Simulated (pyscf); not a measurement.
A first-order saddle from PySCF, ωB97X-D3(BJ)/def2-SVP:

```xyz
6

F      0.5053     1.7280    -0.0116
Si     0.0598     0.1748     0.0047
F     -0.8920    -0.1530     1.2788
H     -0.8649    -0.0274    -1.1379
H      1.2036    -0.7172    -0.7391
H      1.3489    -0.4101     0.7880
```
Charge 0, spin multiplicity 2.

Surface: doublet, charge 0. Lowest wavenumbers (cm⁻¹): 464i, 235, 355, 687, 783.

Task: Which two sides does it connect, and which bonds change?

Result: F–SiH₂–F + H• <-> F–SiH₂–F + H•, a substitution at Si read from left to right: H–Si broken and H–Si formed. At CCSD(T)/def2-TZVPP + ΔMP2(QZVPP) it lies +0.64 eV from the left side and +0.64 eV from the right (each side as separated species at their lowest minima found). The same reactants have a lower exit, to F–SiH•–F + H₂ (barrier +0.30 eV at ωB97M-D3(BJ), against +0.57 eV here). One saddle was located; it need not be the lowest between these sides. The angle at the attacked Si is 58° (front-side attack). The CCSD(T) − MP2 part came from Ansatz, without density fitting, on the same reference.
